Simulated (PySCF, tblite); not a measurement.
# C₄H₅P: dynamics, then NMR shifts on frames, part 2 of 2

tblite 0.8.0 and PySCF 2.14.0. Atoms count from 0. The steps go on from the part before.

**5. NMR shieldings: 625 fs, PBE0/pcSseg-1**

Job settings and geometry (Å):

```
{"job": {"kind": "nmr", "xc": "PBE0", "basis": "pcSseg-1", "pop": false}, "charge": 0, "multiplicity": 1}
C     -2.002400    -0.238800     0.227900
C     -0.734100    -0.177200    -0.017300
P      0.392900    -0.515000     1.475500
C      2.086700    -0.151600     0.792500
C      1.729400    -1.383500     0.577500
H     -2.409400    -0.270400     1.213400
H     -2.785900     0.005800    -0.475800
H     -0.421200    -0.140800    -1.073000
H      3.036400     0.375400     0.664000
H      2.006200    -2.299500     0.037900
```

Method: GIAO PBE0/pcSseg-1 NMR shielding, non-relativistic, gas phase.

Log:

```text
coarse grid: 9072 points
cycle   1  E = -496.2435746986  dE =  6.380e-01  |g| = 3.618e-01  |ddm| = 3.079e+00
cycle   2  E = -496.2415732774  dE =  2.001e-03  |g| = 3.682e-01  |ddm| = 6.294e-01
cycle   3  E = -496.2772427607  dE = -3.567e-02  |g| = 3.789e-02  |ddm| = 3.751e-01
cycle   4  E = -496.2775943359  dE = -3.516e-04  |g| = 2.079e-02  |ddm| = 9.561e-02
cycle   5  E = -496.2777042039  dE = -1.099e-04  |g| = 6.768e-03  |ddm| = 2.721e-02
cycle   6  E = -496.2777148640  dE = -1.066e-05  |g| = 2.381e-03  |ddm| = 7.837e-03
cycle   7  E = -496.2777161499  dE = -1.286e-06  |g| = 6.518e-04  |ddm| = 2.633e-03
final grid: 83624 points
cycle   8  E = -496.3095820435  dE = -1.446e-05  |g| = 6.335e-03  |ddm| = 1.884e-02
cycle   9  E = -496.3095768030  dE =  5.240e-06  |g| = 7.700e-03  |ddm| = 1.395e-02
cycle  10  E = -496.3095927992  dE = -1.600e-05  |g| = 8.875e-04  |ddm| = 8.752e-03
cycle  11  E = -496.3095929973  dE = -1.981e-07  |g| = 2.457e-04  |ddm| = 1.101e-03
cycle  12  E = -496.3095930110  dE = -1.372e-08  |g| = 8.515e-05  |ddm| = 2.853e-04
cycle  13  E = -496.3095930129  dE = -1.866e-09  |g| = 2.430e-05  |ddm| = 1.252e-04
cycle  14  E = -496.3095930131  dE = -1.514e-10  |g| = 7.562e-06  |ddm| = 3.588e-05
converged SCF energy = -496.3095930131

GIAO shielding tensors (ppm)
atom      isotropic    diamagn.    paramagn.     s11        s22        s33       span
  0 C       57.311     253.755    -196.444    -60.012     63.021    168.923    228.934
  1 C       24.778     258.184    -233.406    -84.235     40.163    118.405    202.640
  2 P      515.743     962.477    -446.734    218.258    285.352   1043.619    825.361
  3 C       47.149     258.369    -211.221   -119.992     72.268    189.169    309.161
  4 C       42.641     262.421    -219.780   -121.508     68.293    181.139    302.647
  5 H       25.933      30.814      -4.881     22.474     25.882     29.442      6.968
  6 H       26.087      29.885      -3.798     23.596     25.245     29.420      5.824
  7 H       25.444      32.367      -6.923     22.820     25.402     28.109      5.290
  8 H       22.595      30.377      -7.782     18.109     24.204     25.472      7.363
  9 H       22.630      30.732      -8.102     18.944     24.157     24.791      5.847
```

It took 6 s on 1 thread, shared host.

Key values: δ C1 162.1, C4 144.3, C3 139.8, C0 129.6, H8 9.12, H9 9.09 ppm.

**6. Shielding tensors: 800 fs, PBE0/pcSseg-1**

Job settings and geometry (Å):

```
{"job": {"kind": "nmr", "xc": "PBE0", "basis": "pcSseg-1", "pop": false}, "charge": 0, "multiplicity": 1}
C     -2.102900     0.134600     0.254000
C     -1.062200    -0.626800     0.553100
P      0.278300    -0.138500     1.690000
C      1.748400     0.612300     0.830100
C      1.830800    -0.728100     0.821400
H     -2.211000     1.175300     0.458500
H     -2.940800    -0.322500    -0.131200
H     -1.005700    -1.707500     0.399200
H      2.335700     1.512400     0.756200
H      2.549100    -1.516200     0.876800
```

With the program's defaults for keys left out, this is: GIAO PBE0/pcSseg-1 NMR shielding, non-relativistic, gas phase.

Log:

```text
coarse grid: 9072 points
cycle   1  E = -496.2428865144  dE =  6.068e-01  |g| = 3.145e-01  |ddm| = 3.087e+00
cycle   2  E = -496.2445480481  dE = -1.662e-03  |g| = 3.079e-01  |ddm| = 5.692e-01
cycle   3  E = -496.2694367353  dE = -2.489e-02  |g| = 3.921e-02  |ddm| = 3.163e-01
cycle   4  E = -496.2697438595  dE = -3.071e-04  |g| = 2.526e-02  |ddm| = 7.710e-02
cycle   5  E = -496.2698894516  dE = -1.456e-04  |g| = 9.893e-03  |ddm| = 2.838e-02
cycle   6  E = -496.2699152488  dE = -2.580e-05  |g| = 2.136e-03  |ddm| = 1.188e-02
cycle   7  E = -496.2699161731  dE = -9.243e-07  |g| = 7.274e-04  |ddm| = 2.623e-03
final grid: 83624 points
cycle   8  E = -496.3016457626  dE = -1.720e-05  |g| = 6.762e-03  |ddm| = 1.937e-02
cycle   9  E = -496.3016394954  dE =  6.267e-06  |g| = 8.273e-03  |ddm| = 1.471e-02
cycle  10  E = -496.3016579416  dE = -1.845e-05  |g| = 9.003e-04  |ddm| = 9.214e-03
cycle  11  E = -496.3016581483  dE = -2.067e-07  |g| = 2.743e-04  |ddm| = 1.243e-03
cycle  12  E = -496.3016581655  dE = -1.717e-08  |g| = 1.125e-04  |ddm| = 3.420e-04
cycle  13  E = -496.3016581686  dE = -3.137e-09  |g| = 3.197e-05  |ddm| = 1.276e-04
cycle  14  E = -496.3016581689  dE = -2.842e-10  |g| = 6.993e-06  |ddm| = 4.341e-05
converged SCF energy = -496.3016581689

GIAO shielding tensors (ppm)
atom      isotropic    diamagn.    paramagn.     s11        s22        s33       span
  0 C       54.728     251.561    -196.833    -72.323     60.984    175.523    247.846
  1 C       32.050     260.586    -228.537    -95.383     43.358    148.174    243.557
  2 P      481.917     963.009    -481.092    192.937    275.281    977.532    784.595
  3 C       24.204     257.692    -233.488   -145.230     38.181    179.660    324.890
  4 C       36.252     257.837    -221.586   -126.181     48.264    186.672    312.853
  5 H       25.697      30.915      -5.217     21.698     25.730     29.663      7.965
  6 H       26.548      30.464      -3.916     22.482     26.050     31.112      8.630
  7 H       24.757      31.222      -6.464     20.619     23.881     29.772      9.152
  8 H       21.806      30.716      -8.910     15.996     23.941     25.481      9.485
  9 H       22.682      30.892      -8.209     18.130     24.183     25.735      7.606
```

It took 6 s on 1 thread, shared host.

This run: δ C3 162.7, C1 154.9, C4 150.7, C0 132.2, H8 9.91, H9 9.03 ppm.

**7. Nuclear shieldings: 1000 fs, PBE0/pcSseg-1**

Job settings and geometry (Å):

```
{"job": {"kind": "nmr", "xc": "PBE0", "basis": "pcSseg-1", "pop": false}, "charge": 0, "multiplicity": 1}
C     -2.644700     0.283000    -0.238500
C     -1.696000    -0.286300     0.502900
P     -0.567600     0.739500     1.566400
C      0.935100     0.515800     0.585700
C      0.867500    -0.270400     1.619000
H     -2.709600     1.360300    -0.185400
H     -3.386900    -0.267300    -0.855200
H     -1.399200    -1.345200     0.535000
H      1.444800     0.888400    -0.359000
H      1.401600    -0.775400     2.406200
```

Method: GIAO PBE0/pcSseg-1 NMR shielding, non-relativistic, gas phase.

Log:

```text
coarse grid: 9072 points
cycle   1  E = -496.2453614988  dE =  6.865e-01  |g| = 3.282e-01  |ddm| = 3.091e+00
cycle   2  E = -496.2462689197  dE = -9.074e-04  |g| = 3.274e-01  |ddm| = 6.433e-01
cycle   3  E = -496.2746680031  dE = -2.840e-02  |g| = 4.765e-02  |ddm| = 3.487e-01
cycle   4  E = -496.2750602197  dE = -3.922e-04  |g| = 3.021e-02  |ddm| = 8.299e-02
cycle   5  E = -496.2752766222  dE = -2.164e-04  |g| = 7.827e-03  |ddm| = 3.088e-02
cycle   6  E = -496.2752936348  dE = -1.701e-05  |g| = 2.142e-03  |ddm| = 1.246e-02
cycle   7  E = -496.2752945052  dE = -8.704e-07  |g| = 7.543e-04  |ddm| = 2.388e-03
final grid: 83624 points
cycle   8  E = -496.3067676995  dE = -1.332e-05  |g| = 6.380e-03  |ddm| = 2.390e-02
cycle   9  E = -496.3067624083  dE =  5.291e-06  |g| = 7.769e-03  |ddm| = 1.473e-02
cycle  10  E = -496.3067786132  dE = -1.620e-05  |g| = 6.083e-04  |ddm| = 9.053e-03
cycle  11  E = -496.3067787091  dE = -9.591e-08  |g| = 2.000e-04  |ddm| = 9.156e-04
cycle  12  E = -496.3067787189  dE = -9.785e-09  |g| = 5.751e-05  |ddm| = 2.370e-04
cycle  13  E = -496.3067787196  dE = -7.690e-10  |g| = 2.249e-05  |ddm| = 8.785e-05
converged SCF energy = -496.3067787196

GIAO shielding tensors (ppm)
atom      isotropic    diamagn.    paramagn.     s11        s22        s33       span
  0 C       57.294     253.422    -196.127    -63.355     70.216    165.022    228.377
  1 C       20.863     262.995    -242.132    -90.014     22.031    130.571    220.585
  2 P      538.156     965.026    -426.869    287.012    294.842   1032.615    745.603
  3 C       39.309     258.064    -218.754   -106.239     47.715    176.451    282.690
  4 C       61.306     258.603    -197.297    -63.295     58.431    188.783    252.078
  5 H       25.555      30.429      -4.874     21.422     25.233     30.010      8.588
  6 H       25.283      28.182      -2.898     22.325     24.557     28.967      6.642
  7 H       25.633      32.008      -6.374     21.374     26.168     29.358      7.984
  8 H       21.947      29.211      -7.264     19.146     23.280     23.414      4.268
  9 H       23.519      31.039      -7.520     21.871     23.910     24.775      2.904
```

Wall time 5.8 s (1 thread, shared host).

This run: δ C1 166.1, C3 147.6, C0 129.6, C4 125.6, H8 9.77, H9 8.20 ppm.

**8. Comparing the runs: NMR shifts**

Shifts (ppm) of some atoms, chosen among heavy atoms and hydrogens apart, with basis size and wall time:

```
  frame     C1     C4     C0     C3    H8    H6      P2  functions   time
 250 fs  163.5  131.9  129.4  128.2  7.75  5.26  -270.4        117  8.6 s
 425 fs  179.3  127.3  139.7  130.5  8.33  5.86  -222.8        117  5.9 s
 625 fs  162.1  144.3  129.6  139.8  9.12  5.63  -197.4        117    6 s
 800 fs  154.9  150.7  132.2  162.7  9.91  5.17  -163.5        117    6 s
1000 fs  166.1  125.6  129.6  147.6  9.77  6.43  -219.8        117  5.8 s
```

**9. Outcome**

The summary covers parts 1 to 2.

```
                                        quantity                             value
                                      thermostat                             400 K
                   mean temperature, second half                             474 K
         mean potential energy above the minimum                           0.58 eV
  ¹³C shifts against TMS (PBE0/pcSseg-1, 250 fs)    163.5, 131.9, 129.4, 128.2 ppm
   ¹H shifts against TMS (PBE0/pcSseg-1, 250 fs)  8.42, 7.75, 6.11, 5.87, 5.26 ppm
³¹P shifts against H3PO4 (PBE0/pcSseg-1, 250 fs)                        -270.4 ppm
           surface potential, 1st and 99th percentile                -0.93 V and 1.31 V
                        range of the shift of P2              -270.4 to -163.5 ppm
```

**Reading.** In the second half the potential energy averages 0.58 eV above the minimum; equipartition over 24 harmonic modes at 400 K would give 0.41 eV. With 10 atoms the temperature swings widely (188 to 656 K). Shifts at one fixed geometry are not the observed spectrum, which averages over the motion. In the first frame run (250 fs): The largest span, 875 ppm, is at P2, where the paramagnetic term is -375 ppm. At PBE0/pcSseg-1, counted by nearest atom on the grid, the HOMO lies on P2 27 %; C0, C1, C3 about 15 % each, the LUMO on C3, C4 about 20 % each; C0 16 %. In ppm, P2 moves most: its shift spreads over 106.9 ppm, from -270.4 (250 fs) to -163.5 (800 fs).
